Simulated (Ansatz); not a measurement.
C3H5NO, SMILES `CCOC#N`. Total charge 0; spin multiplicity 1. The structure was optimised at the PBE0-D4/def2-TZVP level. It is one conformer, not always the lowest.

```xyz
10

C     0.779    0.816    0.011
C    -0.076   -0.148    0.784
O    -1.340   -0.410    0.104
C    -1.236   -1.016   -1.019
N    -1.171   -1.564   -2.034
H     1.704    0.998    0.562
H     0.267    1.769   -0.128
H     1.043    0.410   -0.968
H     0.421   -1.108    0.941
H    -0.390    0.253    1.746
```

**Question.** What is the dipole moment at ωB97M-V/def2-TZVPP? (Estimate.)

**Answer.** Ansatz gave: 4.77 D, with components (2.03, 2.19, 3.73) D in this frame, pointing from negative to positive charge.

**Question.** And with PBE, r2SCAN, B3LYP? (Estimate.)

**Answer.** The calculation gave: PBE 4.70 D, r2SCAN 4.82 D, B3LYP 4.78 D.

**Question.** Give the Mulliken charges with ωB97M-V, r2SCAN, B3LYP in def2-TZVPP. (An estimate is asked.)

**Answer.** The calculation gave: 
```tsv
atom	ωB97M-V	r2SCAN	B3LYP
C1	-0.28	-0.14	-0.24
C2	-0.04	0.12	0.02
O3	-0.24	-0.24	-0.24
C4	0.09	0.11	0.02
N5	-0.12	-0.16	-0.08
H6	0.11	0.05	0.09
H7	0.11	0.06	0.09
H8	0.12	0.07	0.11
H9	0.13	0.07	0.11
H10	0.13	0.06	0.11
```

B3LYP here is the variant with VWN-RPA as its local correlation; programs differ in this.
